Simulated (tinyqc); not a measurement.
Inside a calculation. Method: Pariser-Parr-Pople SCF with singles CI, for the molecule C=C(O)F (SMILES; centres numbered as the heavy atoms are written). Computed by tinyqc, a small Python program that keeps every step. Settings: charge = 0, gamma = Ohno, start = huckel, damping = 0, iteration cap = 75, excitations kept = 4. Command: `OMP_NUM_THREADS=1 python tinyqc.py 28733 28734 out.jsonl` (the two numbers bound the seeds that draw the settings). One thread of a shared host (Intel(R) Xeon(R) Processor @ 2.60GHz), about 0.01 s of CPU time with the checks. Later iterations appear only in the table of the cycle.

## PPP integrals

Centres (angstrom, eV; a flat drawing with bonds scaled to 1.40 angstrom):
```
centre         x         y  core charge z         W  gamma_rr
1C      -1.21200  -0.70000              1  10.55000  10.57000
2C       0.00000   0.00000              1  10.55000  10.57000
3O       1.21200  -0.70000              2  30.65000  22.23000
4F       0.00000   1.40000              2  40.52000  24.55000
```

Resonance integrals (eV):
```
i  j      beta
1  2  -2.46000
2  3  -2.44000
2  4  -2.11000
```

Ohno: gamma = 14.399645/sqrt(R^2 + a^2), a = 2 x 14.399645/(gamma_rr + gamma_ss); H_rr = -W_r - sum_(s != r) z_s gamma_rs; H_rs = beta for bonds.

repulsion gamma_rs (eV):
```
          1C        2C        3O        4F
1C  10.57000   7.37248   5.58533   5.62581
2C   7.37248  10.57000   8.71526   8.87508
3O   5.58533   8.71526  22.23000   5.75620
4F   5.62581   8.87508   5.75620  24.55000
```

core matrix H (eV):
```
           1C         2C         3O         4F
1C  -40.34476   -2.46000    0.00000    0.00000
2C   -2.46000  -53.10317   -2.44000   -2.11000
3O    0.00000   -2.44000  -56.46298    0.00000
4F    0.00000   -2.11000    0.00000  -66.53329
```

## Starting guess

pi electrons, sum of z_r less the charge = 6

Orbitals of the Hueckel matrix of the beta values.

P at the start:
```
          1C       2C        3O        4F
1C   1.63228  0.60640  -0.36473  -0.31540
2C   0.60640  1.00000   0.60147   0.52012
3O  -0.36473  0.60147   1.63824  -0.31283
4F  -0.31540  0.52012  -0.31283   1.72948
```

## Iteration 1: Fock matrix

F_rr = H_rr + P_rr gamma_rr / 2 + sum_(s != r) P_ss gamma_rs; F_rs = H_rs - P_rs gamma_rs / 2; E = tr P (H + F) / 2 + core repulsion sum_(r<s) z_r z_s gamma_rs.

F (eV):
```
          1C        2C         3O         4F
1C  -5.46584  -4.69532    1.01856    0.88718
2C  -4.69532  -6.15726   -5.06096   -4.41805
3O   1.01856  -5.06096  -10.46664    0.90037
4F   0.88718  -4.41805    0.90037  -17.81594
```

pi energy = -119.96016 eV

## Iteration 1: orbitals and new P

Diagonalise F (the basis is taken as orthonormal) and form P = 2 sum c c over the lowest orbitals.

orbital energies (eV): -19.42278  -13.66463  -8.26515  1.44689

P after iteration 1:
```
          1C       2C        3O        4F
1C   1.36485  0.80172  -0.41245  -0.23241
2C   0.80172  0.98802   0.52061   0.29336
3O  -0.41245  0.52061   1.73217  -0.15092
4F  -0.23241  0.29336  -0.15092   1.91496
```

## Iteration 2: Fock matrix

As before.

F (eV):
```
          1C        2C        3O         4F
1C  -5.39942  -5.41534   1.15182    0.65375
2C  -5.41534  -5.72742  -4.70863   -3.41181
3O   1.15182  -4.70863  -9.95302    0.43436
4F   0.65375  -3.41181   0.43436  -16.60931
```

pi energy = -121.75684 eV

## Iteration 2: orbitals and new P

As before.

orbital energies (eV): -17.81100  -13.04535  -8.72173  1.88891

P after iteration 2:
```
          1C       2C        3O        4F
1C   1.29203  0.84250  -0.41083  -0.19006
2C   0.84250  0.99739   0.48890   0.22618
3O  -0.41083  0.48890   1.76160  -0.11029
4F  -0.19006  0.22618  -0.11029   1.94898
```

## Convergence

Stop when output and input P, before any damping, agree to 1e-7.

Course of the cycle:
```
iteration        E (eV)  largest |P(out) - P(in)|
1          -119.9601581                  2.67e-01
2          -121.7568384                  7.28e-02
3          -121.8996176                  2.27e-02
4          -121.9146423                  7.98e-03
5          -121.9163918                  2.84e-03
6          -121.9166054                  1.02e-03
7          -121.9166321                  3.65e-04
8          -121.9166355                  1.31e-04
9          -121.9166360                  4.71e-05
10         -121.9166360                  1.69e-05
11         -121.9166360                  6.09e-06
12         -121.9166360                  2.19e-06
13         -121.9166360                  7.89e-07
14         -121.9166360                  2.84e-07
15         -121.9166360                  1.02e-07
16         -121.9166360                  3.68e-08
```

Converged in 16 iterations.

## Converged orbitals

Charges are z - P_rr.

orbital energies (eV): -17.26093  -12.79586  -8.76105  1.93403

coefficients:
```
        MO1       MO2       MO3       MO4
1C  0.11432   0.32095   0.71747  -0.60758
2C  0.35027   0.53619   0.30222   0.70602
3O  0.15966   0.68990  -0.62006  -0.33774
4F  0.91583  -0.36541  -0.09705  -0.13531
```

pi charges: 1C -0.26169, 2C -0.00306, 3O 0.22813, 4F 0.03662

## Singles CI, singlets

Over the 3 single excitations with the smallest orbital gaps: A = (e_a - e_i) delta + 2 (ia|jb) - (ij|ab), with (pq|rs) = sum c_mp c_mq gamma_mn c_nr c_ns. f = 2/3 w |mu|^2 in atomic units, mu = sqrt2 sum c_ia sum_m c_mi c_ma R_m.

singlet CI matrix (eV):
```
          3>4       2>4       1>4
3>4   5.77536  -0.19483  -0.03196
2>4  -0.19483   8.23419  -0.19218
1>4  -0.03196  -0.19218  12.00317
```

singlet excitation energies (eV): 5.75966  8.24004  12.01302

oscillator strengths: 0.64948  0.19190  0.02446

## Singles CI, triplets

Over the 3 single excitations with the smallest orbital gaps: A = (e_a - e_i) delta - (ij|ab), with (pq|rs) = sum c_mp c_mq gamma_mn c_nr c_ns.

triplet CI matrix (eV):
```
          3>4       2>4       1>4
3>4   2.02818   0.20306  -0.07870
2>4   0.20306   5.92151  -0.47399
1>4  -0.07870  -0.47399  11.35319
```

triplet excitation energies (eV): 2.01731  5.89035  11.39523
